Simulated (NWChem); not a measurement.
Program: NWChem. System: HN, charge 0, spin multiplicity 3, at a geometry optimised with UB3LYP/def2-SVP. The structure started from a generated list of species. Its SCF solution wasn't tested for a lower state. Level: UMP2/def2-TZVP, 1 core orbitals frozen.

Part of the output:

```
             Northwest Computational Chemistry Package (NWChem) 7.3.0
             --------------------------------------------------------

                                NWChem Input Module
                                -------------------

 Scaling coordinates for geometry "geometry" by  1.889725989
 (inverse scale =  0.529177249)

 Turning off AUTOSYM since
 SYMMETRY directive was detected!

                             Geometry "geometry" -> ""
                             -------------------------

 Output coordinates in angstroms (scale by  1.889725989 to convert to a.u.)

  No.       Tag          Charge          X              Y              Z
 ---- ---------------- ---------- -------------- -------------- --------------
    1 N                    7.0000     0.00000000     0.00000000     0.13135100
    2 H                    1.0000     0.00000000     0.00000000    -0.91945600

 Effective nuclear repulsion energy (a.u.)       3.5251390055

            Nuclear Dipole moment (a.u.)
            ----------------------------
        X                 Y               Z
 ---------------- ---------------- ----------------
     0.0000000000     0.0000000000     0.0000018897

      Symmetry information
      --------------------

 Group name             C2v
 Group number             16
 Group order               4
 No. of unique centers     2

      Symmetry unique atoms

     1    2


 Summary of "ao basis" -> "" (spherical)
 ------------------------------------------------------------------------------
       Tag                 Description            Shells   Functions and Types
 ---------------- ------------------------------  ------  ---------------------
 *                         def2-tzvp                  on all atoms

 Summary of "ao basis" -> "ao basis" (spherical)
 ------------------------------------------------------------------------------
       Tag                 Description            Shells   Functions and Types
 ---------------- ------------------------------  ------  ---------------------
 N                         def2-tzvp                11       31   5s3p2d1f
 H                         def2-tzvp                 4        6   3s1p

                                 NWChem SCF Module
                                 -----------------

  ao basis        = "ao basis"
  functions       =    37
  atoms           =     2
  alpha electrons =     5
  beta  electrons =     3
  charge          =   0.00
[...]
     2   0 2 0     -4.641978     -3.336543     -1.305435      0.000000
     2   0 1 1     -0.000000      0.000000     -0.000000      0.000000
     2   0 0 2     -4.362207     -4.190107     -3.622358      3.450259

                   NWChem MP2 Semi-direct Energy/Gradient Module
                   ---------------------------------------------

  Basis functions       =     37
  Molecular orbitals    =     37
  Frozen core           =      1
  Frozen virtuals       =      0
  Active alpha occupied =      4
  Active beta occupied  =      2
  Active alpha virtual  =     32
  Active beta virtual   =     34
  Use MO symmetry       = T
  Use skeleton AO sym   = T

  AO/Fock/Back tols     =   1.0D-09  1.0D-09  1.0D-09

 GA uses MA = F    GA memory limited = T

 Available:
  local mem=  1.26D+08
 global mem=  1.44D+08
 local disk=  0.00D+00
  mp2_memr nvloc                    32
  nvloc new                    32
   1 passes of   4:        3145728                       9190                    308343.
   1 passes of   4: M    126154108           G      144176462           F     123008380.

 Semi-direct pass number   1 of   1  for UHF alpha       at        0.4s
  vrange nnbf                   703
  mp2_eaftype                    10  avail_ma_in_mb                  1099
 EAF : mp2_eaftype filesize          10     154171.
  mp2_eaf for mointskh                     10
Node 0 wrote      0.7 Mb in      0.0 s     Agg I/O rate:  1460.6 Mb/s
 Done moints_semi at        0.6s
  mp2_eaftype                    10  avail_ma_in_mb                  1089
 EAF : mp2_eaftype filesize          10     154171.
  mp2_eaf for kh                    10
 Done maket at        0.6s
 Done multipass loop at        0.6s

 GA uses MA = F    GA memory limited = T

 Available:
  local mem=  1.26D+08
 global mem=  1.44D+08
 local disk=  0.00D+00
  mp2_memr nvloc                    34
  nvloc new                    34
   1 passes of   2:        3145728                       6191                    164931.
   1 passes of   2: M    126154108           G      144176462           F     123008380.

 Semi-direct pass number   1 of   1  for UHF beta        at        0.7s
  vrange nnbf                   703
  mp2_eaftype                    10  avail_ma_in_mb                  1099
 EAF : mp2_eaftype filesize          10      82465.
  mp2_eaf for mointskh                     10
Node 0 wrote      0.4 Mb in      0.0 s     Agg I/O rate:  1680.4 Mb/s
 Done moints_semi at        0.9s
  mp2_eaftype                    10  avail_ma_in_mb                  1089
 EAF : mp2_eaftype filesize          10      82465.
  mp2_eaf for kh                    10
 Done maket at        0.9s
 Done multipass loop at        0.9s

          -------------------------------------------
          SCF energy                 -54.982375700788
          Correlation energy          -0.133263729133
          Singlet pairs                0.000000000000
          Triplet pairs                0.000000000000
          Total MP2 energy           -55.115639429922
          -------------------------------------------

          ---------------------------------------------------
                    Spin Component Scaled (SCS) MP2
          Same spin pairs                     -0.031899188187
          Same spin scaling factor             0.333333333333
          Opposite spin pairs                 -0.101364540946
          Opposite spin scaling fact.          1.200000000000
          SCS-MP2 correlation energy          -0.132270511864
          Total SCS-MP2 energy               -55.114646212653
          ---------------------------------------------------

 -----------------------
 Performance information
 -----------------------

 Timer overhead =  2.87D-07 seconds/call

               Nr. of calls         CPU time (s)                 Wall time (s)                GFlops
             ---------------    -------------------     ------------------------------   -------------------
Name         Min   Avg   Max    Min     Avg     Max     Min     Avg     Max   Mx/calls   Min     Max     Sum
mp2: moin     2     2     2   0.50    0.50    0.50     0.50    0.50    0.50    0.25      0.0     0.0     0.0
mp2: make     2     2     2   1.58E-2 1.58E-2 1.58E-2  1.58E-2 1.58E-2 1.58E-2 7.89E-3   0.0     0.0     0.0
mp2: tota     1     1     1   0.60    0.60    0.60     0.60    0.60    0.60    0.60      0.0     0.0     0.0

 The average no. of pstat calls per process was 5.00D+00
 with a timing overhead of 1.44D-06s

 Task  times  cpu:        0.9s     wall:        0.9s

 Total times  cpu:        0.9s     wall:        0.9s
```

Task: Write an NWChem input that would produce this output.

Result: This is not unique; one that fits is 
```
start mol
memory heap 200 mb stack 900 mb global 1100 mb
geometry units angstroms nocenter noautoz
  N      0.000000     0.000000     0.131351
  H      0.000000     0.000000    -0.919456
  symmetry group C2v
end
basis spherical
  * library def2-tzvp
end
scf
  uhf
  nopen 2
  maxiter 100
  thresh 1e-7
  semidirect memsize 60000000 filesize 0
  # guess.movecs holds the orbitals of an unrestricted PBE0 run
  vectors input guess.movecs output mol.movecs
end
mp2
  freeze core 1
end
task mp2 energy
```
